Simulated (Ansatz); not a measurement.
## CCSD(T) forces

CH$_{3}$N$_{2}$ (SMILES N=C=[NH2+]) (charge +1), singlet, at a frame of a short PBE0-D4/def2-SVP trajectory.

```tsv
atom	x (Å)	y (Å)	z (Å)
N1	-1.2055	-0.4557	-0.6102
C2	-0.2143	-0.1252	-0.1292
N3	0.8709	0.2714	0.4739
H4	-2.0599	-0.4749	-1.1750
H5	1.7660	0.2923	-0.0036
H6	0.7266	0.7869	1.4029
```

Ansatz 0.2.0; basis: def2-TZVPP; cores frozen in the correlated methods.

CCSD(T) forces from the calculation:
```
atom      Fx      Fy  Fz (eV/Å)
  N1  -1.129  -0.444     -0.721
  C2   1.109   0.864      0.394
  N3  -0.995   0.721      1.659
  H4   0.627  -0.033      0.455
  H5  -0.153  -0.051      0.101
  H6   0.541  -1.057     -1.888
```

Root-mean-square difference of the force components from those of CCSD(T): PBE-D4 0.297; r2SCAN-D4 0.248; PBE0-D4 0.325; wB97M-V 0.339 eV/Å.

No T1 diagnostic of these runs exceeds 0.015. These are differences at one structure, and CCSD(T) in triple zeta is itself an approximation.

For scale, one of the runs: CCSD(T)/def2-TZVPP forces, 135 basis functions, launched by `ansatz run in.yaml --threads 1 --pin off --events-out ev --progress --plain --max-ram 4352MiB`. The run took 69 s on 1 CPU thread of an Intel Xeon (shared host), with 1.3 GiB of host memory at its peak.
